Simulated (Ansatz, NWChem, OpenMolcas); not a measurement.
**NO+ (nitrosonium): the HOMO–LUMO gap, rung by rung**

NO+ has 2 atoms, charge +1, and is taken as a singlet. As SMILES, `N#[O+]`. The bond length is the measured one.

```xyz
2

N     0.0000    0.0000    0.0000
O     0.0000    0.0000    1.0632
```

Each level gives the HOMO–LUMO gap (eV). The values are calculated.

```json
{"level": "PBE/aug-cc-pVTZ", "kind": "GGA", "program": "Ansatz", "value (eV)": "8.58"}
{"level": "revPBE/aug-cc-pVTZ", "kind": "GGA", "program": "OpenMolcas", "value (eV)": "8.64"}
{"level": "M06-L/aug-cc-pVTZ", "kind": "meta-GGA", "program": "NWChem", "value (eV)": "9.26"}
{"level": "TPSS/aug-cc-pVTZ", "kind": "meta-GGA", "program": "NWChem", "value (eV)": "9.00"}
{"level": "r2SCAN/aug-cc-pVTZ", "kind": "meta-GGA", "program": "OpenMolcas", "value (eV)": "9.41"}
{"level": "wB97M-V/aug-cc-pVTZ", "kind": "range-separated hybrid", "program": "Ansatz", "value (eV)": "17.63"}
{"level": "wB97X/aug-cc-pVTZ", "kind": "range-separated hybrid", "program": "NWChem", "value (eV)": "17.60"}
{"level": "B2PLYP/aug-cc-pVTZ", "kind": "double hybrid", "program": "OpenMolcas", "value (eV)": "16.46"}
```

The values span 8.58 to 17.63 eV. Orbital gaps aren't excitation energies, and those of double hybrids come from the SCF part alone.
